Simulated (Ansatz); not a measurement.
What a trial cell of P3O2 relaxes into

Method: DFT PBE, scalar-relativistic, plane waves, PAW (Ansatz 0.2.0). Cutoff 420 eV, Γ-centred k mesh, Gaussian smearing, no spin polarisation in the final step.

P3O2 was placed on the anti-A-type sesquioxide structure type (P-3m1, No. 164), with O in place of La, P in place of O, at a guessed volume.

```yaml
crystal:
  lattice:
    - [3.64601, 0.00000, 0.00000]
    - [-1.82301, 3.15754, 0.00000]
    - [0.00000, 0.00000, 5.67260]
  atoms:
    - { symbol: P, position: [0.00000, 0.00000, 0.00000] }
    - { symbol: P, position: [0.33333, 0.66667, 0.64500] }
    - { symbol: P, position: [0.66667, 0.33333, 0.35500] }
    - { symbol: O, position: [0.33333, 0.66667, 0.24500] }
    - { symbol: O, position: [0.66667, 0.33333, 0.75500] }
```

Cell and atoms relax at zero pressure; the relaxation can't lower the symmetry of the start. After a coarse first stage the cell is made exact in the group found at 0.06 Å.

Energies over the elements count from the elements' standard structures at the same level (O₂ as a molecule), with no empirical corrections.

Which crystal results?

It keeps P-3m1 (No. 164), but not the shape of the type it started on. Conventional cell: a = 3.057 Å, c = 11.402 Å. Around P on Wyckoff site a (1 atom of the primitive cell) lie 6 O at 1.97 Å; P on Wyckoff site d (2 atoms of the primitive cell) is coordinated by 3 P at 2.19 Å; O has 3 P at 1.97 Å.

Space group P-3m1 (No. 164). a = 3.057 Å, b = 3.057 Å, c = 11.402 Å, α = 90.00°, β = 90.00°, γ = 120.00°
```json
{"atom": "P", "site": "1a", "symmetry": "-3m.", "x": "0.0000", "y": "0.0000", "z": "0.0000"}
{"atom": "P", "site": "2d", "symmetry": "3m.", "x": "0.3333", "y": "0.6667", "z": "0.5571"}
{"atom": "O", "site": "2d", "symmetry": "3m.", "x": "0.3333", "y": "0.6667", "z": "0.0766"}
```

What are its volume, energy, density and gap?

The volume per atom is 18.5 Å³. The density is 2.2 g/cm³. The energy over the elements is -0.37 eV/atom. The gap on the 12×12×4 mesh is 0 eV (a metal).

The final run used a 12×12×4 mesh on its 5-atom cell and 0.10 eV smearing. The k mesh leaves about 4 meV/atom of noise in metals. No dispersion correction is applied, so the spacing between layers, chains or molecules is poorly fixed, and with it the volume and density. A structure relaxed within its symmetry needn't be a true minimum. The steps took of the order of 2.9 core-minutes in all.